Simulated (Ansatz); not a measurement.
Rhombohedral A7 Bi: LDA at its full settings (plane-wave cutoff 520 eV, 16×16×16 k mesh, Fermi–Dirac smearing 0.05 eV, scalar-relativistic PAW data made under PBE) and at cheaper ones, in a cell of 2 atoms with Γ-centred meshes.

```csv
level and setting,lattice constant a (Å),lattice parameter c (Å),bulk modulus B0 (GPa)
LDA (Ansatz),4.492,11.501,41.1
LDA (2×2×2 k mesh) (Ansatz),4.926,11.615,29.4
LDA (4×4×4 k mesh) (Ansatz),4.522,11.432,41.4
```

Largest shifts from the full settings: lattice constant a +9.66 % (LDA (2×2×2 k mesh)), against a difference of -0.90 % of the full result from the reference 4.533 Å (measured, low temperature, zero-point motion not removed, hexagonal setting; as tabulated in Arnaud et al. (2016), arXiv:1602.08959); lattice parameter c +0.99 % (LDA (2×2×2 k mesh)), against a difference of -2.50 % of the full result from the reference 11.796 Å (measured, low temperature, zero-point motion not removed, hexagonal setting; as tabulated in Arnaud et al. (2016), arXiv:1602.08959); bulk modulus -28 % (LDA (2×2×2 k mesh)), against a difference of +28 % of the full result from the reference 32.1 GPa (measured, copied from a table, unchecked, extrapolated to 0 K and zero-point effects removed; as tabulated in Lejaeghere et al. (2013), arXiv:1204.2733).

The full settings aren't shown to be converged themselves.

Caveats: LDA has no dispersion term either, though it tends to give short spacings of layers, chains or molecules (LDA, LDA (2×2×2 k mesh), LDA (4×4×4 k mesh)); for a layered or molecular solid the relaxed cell lies over 5 % above the published volume, where the minimum can be shallow (LDA (2×2×2 k mesh)). Ansatz's density-functional and Hartree–Fock values are scalar-relativistic unless marked +SOC, with PAW data made under PBE.

Run with cheap settings on purpose, which may leave them unconverged: LDA (2×2×2 k mesh), LDA (4×4×4 k mesh).

Ansatz is a first-principles code.
